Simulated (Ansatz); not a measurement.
Ansatz (a program for electronic structure) input (CCSD(T)/cc-pCVQZ): A basis named .json is the Basis Set Exchange file of that set (core-valence sets with the plain set on hydrogen).

Ansatz 0.2 input:
```yaml
crystal:
  periodic: [false, false, false]
  atoms:
    - {symbol: H, position_ang: [-0.00000000, -0.00000000, -0.37201156]}
    - {symbol: H, position_ang: [0.00000000, 0.00000000, 0.37201156]}
basis:
  gaussian:
    orbitals: cc-pCVQZ.json
magnetization: {spin_polarized: false}
correlation: {method: ccsd_t, frozen_orbitals: {H: 0}}
```

Output:

```
Functional definition: HF
integrals: 0.02 GiB planned
328 factors; integrals over basis functions are off by at most 1.3e-3 eV
mean field: 0.06 GiB planned
mean field evaluation 1: about -30.7566 eV, gradient 3.7e0 eV
mean field evaluation 2: about -30.7562 eV, gradient 3.7e0 eV
mean field evaluation 4: about -30.8420 eV, gradient 6.7e-2 eV
mean field evaluation 8: about -30.8419 eV, gradient 4.0e-7 eV
mean field -30.84194784 eV, -1.1334206778 hartree, gradient 3.9e-7 eV, S^2 0.000000; 0 other end points of the search recorded, 0 dependent functions left out
reference -30.84194784 eV, -1.1334206778 hartree; 1, 1 occupied and 59, 59 virtual orbitals, 328 factors
second order -0.90136273 eV of doubles, -0.00000000 eV of singles
coupled cluster: 0.08 GiB planned
cycle   1  -1.03174401 eV  change   -1.3e-1 eV  update   2.5e-2
cycle   2  -1.09830220 eV  change   -6.7e-2 eV  update   9.1e-3
cycle   3  -1.09839864 eV  change   -9.6e-5 eV  update   1.1e-3
cycle   4  -1.09865669 eV  change   -2.6e-4 eV  update   2.0e-4
cycle   5  -1.09860215 eV  change    5.5e-5 eV  update   2.8e-5
cycle   6  -1.09859910 eV  change    3.1e-6 eV  update   4.5e-6
cycle   7  -1.09859924 eV  change   -1.4e-7 eV  update   5.4e-7
perturbative correction 0.00000000 eV, 0.0000000000 hartree
Total energy: -31.94054708 eV, -1.1737934552 hartree
```
